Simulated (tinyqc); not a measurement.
Worked calculation: Pariser-Parr-Pople SCF with singles CI, for the molecule C=CC=C[CH2+] (SMILES; centres numbered as the heavy atoms are written). Computed by tinyqc, a small Python program that keeps every step. Settings: charge = 1, gamma = MN, start = huckel, damping = 0, iteration cap = 61, excitations kept = 9. Command: `OMP_NUM_THREADS=1 python tinyqc.py 26575 26576 out.jsonl` (the two numbers bound the seeds that draw the settings). One thread of a shared host (Intel(R) Xeon(R) Processor @ 2.60GHz), about 0.01 s of CPU time with the checks. Later iterations appear only in the table of the cycle.

## PPP integrals

Centres (angstrom, eV; a flat drawing with bonds scaled to 1.40 angstrom):
```
centre          x          y  core charge z          W   gamma_rr
1C      -2.425000  -0.280000              1  10.190000  11.710000
2C      -1.212000   0.420000              1  10.190000  11.710000
3C       0.000000  -0.280000              1  10.190000  11.710000
4C       1.212000   0.420000              1  10.190000  11.710000
5C       2.425000  -0.280000              1  10.190000  11.710000
```

Resonance integrals (eV):
```
i  j       beta
1  2  -2.390000
2  3  -2.390000
3  4  -2.390000
4  5  -2.390000
```

Mataga-Nishimoto: gamma = 14.399645/(R + a), a = 2 x 14.399645/(gamma_rr + gamma_ss); H_rr = -W_r - sum_(s != r) z_s gamma_rs; H_rs = beta for bonds.

repulsion gamma_rs (eV), lower triangle:
```
           1C         2C         3C         4C         5C
1C  11.710000
2C   5.474782  11.710000
3C   3.940048   5.476586  11.710000
4C   2.918785   3.941126   5.476586  11.710000
5C   2.368484   2.918785   3.940048   5.474782  11.710000
```

core matrix H (eV), lower triangle:
```
            1C          2C          3C          4C          5C
1C  -24.892099
2C   -2.390000  -28.001279
3C    0.000000   -2.390000  -29.023267
4C    0.000000    0.000000   -2.390000  -28.001279
5C    0.000000    0.000000    0.000000   -2.390000  -24.892099
```

## Starting guess

pi electrons, sum of z_r less the charge = 4

Orbitals of the Hueckel matrix of the beta values.

P at the start, lower triangle:
```
           1C         2C        3C        4C        5C
1C   0.666667
2C   0.788675   1.000000
3C   0.333333   0.577350  0.666667
4C  -0.211325   0.000000  0.577350  1.000000
5C  -0.333333  -0.211325  0.333333  0.788675  0.666667
```

## Iteration 1: Fock matrix

F_rr = H_rr + P_rr gamma_rr / 2 + sum_(s != r) P_ss gamma_rs; F_rs = H_rs - P_rs gamma_rs / 2; E = tr P (H + F) / 2 + core repulsion sum_(r<s) z_r z_s gamma_rs.

F (eV), lower triangle:
```
           1C         2C         3C         4C         5C
1C  -8.389511
2C  -4.548912  -8.958384
3C  -0.656675  -3.970954  -8.913365
4C   0.308406   0.000000  -3.970954  -8.958384
5C   0.394747   0.308406  -0.656675  -4.548912  -8.389511
```

pi energy = -48.852741 eV

## Iteration 1: orbitals and new P

Diagonalise F (the basis is taken as orthonormal) and form P = 2 sum c c over the lowest orbitals.

orbital energies (eV): -16.259423  -13.729420  -7.436283  -4.013223  -2.170806

P after iteration 1, lower triangle:
```
           1C         2C        3C        4C        5C
1C   0.668802
2C   0.792474   0.990436
3C   0.348065   0.572833  0.681524
4C  -0.207365  -0.027485  0.572833  0.990436
5C  -0.313277  -0.207365  0.348065  0.792474  0.668802
```

## Iteration 2: Fock matrix

As before.

F (eV), lower triangle:
```
           1C         2C         3C         4C         5C
1C  -8.393688
2C  -4.559312  -8.952783
3C  -0.685697  -3.958583  -8.914304
4C   0.302627   0.054161  -3.958583  -8.952783
5C   0.370996   0.302627  -0.685697  -4.559312  -8.393688
```

pi energy = -48.868118 eV

## Iteration 2: orbitals and new P

As before.

orbital energies (eV): -16.251773  -13.749262  -7.415824  -4.022366  -2.168022

P after iteration 2, lower triangle:
```
           1C         2C        3C        4C        5C
1C   0.669258
2C   0.794454   0.990102
3C   0.351847   0.570449  0.681279
4C  -0.205236  -0.034804  0.570449  0.990102
5C  -0.305836  -0.205236  0.351847  0.794454  0.669258
```

## Convergence

Stop when output and input P, before any damping, agree to 1e-7.

Course of the cycle:
```
iteration        E (eV)  largest |P(out) - P(in)|
1          -48.85274114                  2.75e-02
2          -48.86811812                  7.44e-03
3          -48.86933217                  2.59e-03
4          -48.86946043                  8.83e-04
5          -48.86947477                  2.98e-04
6          -48.86947639                  1.00e-04
7          -48.86947657                  3.38e-05
8          -48.86947659                  1.14e-05
9          -48.86947659                  3.82e-06
10         -48.86947659                  1.28e-06
11         -48.86947659                  4.31e-07
12         -48.86947659                  1.45e-07
13         -48.86947659                  4.87e-08
```

Converged in 13 iterations.

## Converged orbitals

Charges are z - P_rr.

orbital energies (eV): -16.249831  -13.757890  -7.411449  -4.022655  -2.171155

coefficients:
```
         MO1        MO2        MO3        MO4        MO5
1C  0.303130   0.492791  -0.559205   0.507106   0.308872
2C  0.487986   0.507106  -0.017953  -0.492791  -0.511417
3C  0.583065   0.000000   0.611502   0.000000   0.534884
4C  0.487986  -0.507106  -0.017953   0.492791  -0.511417
5C  0.303130  -0.492791  -0.559205  -0.507106   0.308872
```

pi charges: 1C 0.330538, 2C 0.009426, 3C 0.320070, 4C 0.009426, 5C 0.330538

## Singles CI, singlets

Over the 6 single excitations with the smallest orbital gaps: A = (e_a - e_i) delta + 2 (ia|jb) - (ij|ab), with (pq|rs) = sum c_mp c_mq gamma_mn c_nr c_ns. f = 2/3 w |mu|^2 in atomic units, mu = sqrt2 sum c_ia sum_m c_mi c_ma R_m.

singlet CI matrix (eV), lower triangle:
```
           2>3        1>3       2>4       2>5       1>4        1>5
2>3   3.976972
1>3   0.000000   5.860713
2>4   0.000000  -0.337949  7.154935
2>5  -0.509292   0.000000  0.000000  8.146240
1>4   0.257783   0.000000  0.000000  0.233750  8.680031
1>5   0.000000   0.015166  0.066782  0.000000  0.000000  10.387691
```

singlet excitation energies (eV): 3.898774  5.777577  7.236676  8.135661  8.768808  10.389085

oscillator strengths: 1.229172  0.008755  0.137865  0.075848  0.044764  0.231031

## Singles CI, triplets

Over the 6 single excitations with the smallest orbital gaps: A = (e_a - e_i) delta - (ij|ab), with (pq|rs) = sum c_mp c_mq gamma_mn c_nr c_ns.

triplet CI matrix (eV), lower triangle:
```
          2>3        1>3        2>4        2>5       1>4       1>5
2>3  1.085530
1>3  0.000000   3.202698
2>4  0.000000   1.109379   3.921967
2>5  0.268124   0.000000   0.000000   5.997628
1>4  1.109379   0.000000   0.000000  -1.796747  6.755918
1>5  0.000000  -0.908799  -1.796747   0.000000  0.000000  7.775596
```

triplet excitation energies (eV): 0.800789  2.368423  3.762325  4.756410  8.281876  8.769512
